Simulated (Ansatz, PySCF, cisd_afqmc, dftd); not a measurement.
Species: CH₃Cl, charge 0, singlet. CH3Cl (chloromethane, SMILES CCl).
B3LYP-D3(BJ)/def2-TZVP minimum from Ansatz (a first-principles code):
```xyz
5

C      0.0082     0.0133    -1.1337
Cl    -0.0048    -0.0077     0.6605
H      0.0175     1.0478    -1.4634
H      0.8997    -0.5040    -1.4752
H     -0.8852    -0.4920    -1.4879
```
Charge 0, spin multiplicity 1.

Property: enthalpy of formation at 298 K (by atomisation, with ideal-gas terms from PySCF's Hessian at B3LYP-D3(BJ)/def2-TZVP and the atoms' measured values of the G2/97 table; no spin-orbit terms), in kJ/mol. UHF or UKS for unpaired electrons; spin-orbit terms are left out. Cores are frozen in correlated methods. Rows without X2C or -DK are non-relativistic. AFQMC/CISD: phaseless, guided by CISD from CCSD amplitudes; bars are statistical, one sigma. Outlying blocks are dropped, and bars are widened where a walk drifts. Over all cases where full CI ran beside it in this data, AFQMC minus full CI had a median of +0.1 mEh and passed +0.4 mEh in a tenth of the cases. CBS(X,Y): correlation extrapolated as X^-3, Hartree-Fock from the larger set (Q,5: extrapolated as (X+1)exp(-9√X)). A bracket is a step between two methods taken in the basis named. The functionals are non-relativistic, so their misses hold any scalar relativity. Double hybrids freeze cores in their MP2 part. 'core' is core correlation in cc-pwCVTZ (1s frozen past Ne), 'X2C' scalar relativity in cc-pVTZ-DK, both at CCSD(T). For partners of very few electrons the exact lower level stands in for a higher one.

Measured: -19.7 kcal/mol, -82.6 kJ/mol (Active Thermochemical Tables 1.112 (ions: stationary electron), as tabulated in the package chemicals); atomic spin-orbit terms, which the calculations lack, would raise the computed values.

```csv
level,program,enthalpy of formation at 298 K (kJ/mol),error against that value
HF/cc-pV(T+d)Z,Ansatz,330.3,412.9
PBE0-D3(BJ)/def2-TZVPD,Ansatz + dftd3,-87.6,-5.0
B2PLYP-D3(BJ)/def2-TZVPD,Ansatz + dftd3,-64.1,18.5
B2GP-PLYP-D3(BJ)/def2-TZVPD,Ansatz + dftd3,-59.4,23.2
MP2/cc-pV(D+d)Z,Ansatz,27.7,110.3
"MP2/CBS(cc-pV(T+d)Z,cc-pV(Q+d)Z)",Ansatz,-99.3,-16.7
CCSD(T)/cc-pV(Q+d)Z,Ansatz,-68.0,14.6
AFQMC/CISD/cc-pV(T+d)Z,cisd_afqmc,-46.7 ± 1.1,35.9
"CCSD(T)/CBS(cc-pV(Q+d)Z,cc-pV(5+d)Z) + [CCSDT(Q) - CCSD(T)]/cc-pV(T+d)Z + core + X2C",Ansatz,-86.9,-4.3
```
